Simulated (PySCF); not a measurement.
Consider `Cc1cc[nH]n1` (C4H6N2). Numbering: `[CH3:1][c:2]1[cH:3][cH:4][nH:5][n:6]1`

Computed at ωB97X-D3(BJ)/def2-TZVP // PBE0-D3(BJ)/def2-SVP with PySCF (density fitting, grid level 2). ωB97X-D3(BJ) is ωB97X-V with D3(BJ) in place of VV10. Zero-point and thermal terms (298.15 K, 1 bar) come from unscaled PBE0-D3(BJ)/def2-SVP harmonic frequencies, with soft modes damped to free rotors in the entropy.

Task: Rank these of its sites by proton affinity, highest first.
A. N6 (pyridine-type nitrogen)
B. C3 (aromatic carbon)
C. N5 (pyrrole-type nitrogen)

Result: A (930 kJ/mol), B (848 kJ/mol), C (799 kJ/mol).

Task: For C3 (aromatic carbon), what are ΔE (electronic) and ΔG(298 K) of removing the proton again?

Result: ΔE = 871 and ΔG = 817 kJ/mol, beside ΔH = 848 kJ/mol. The protonated species is `CC1=N[NH+]=CC1`.

Task: Of those listed, which site of protonation is favoured in diethyl ether (IEF-PCM), and by how much?

Result: N6 (pyridine-type nitrogen), by 79 kJ/mol over C3 (aromatic carbon); the gas phase favours the same one.
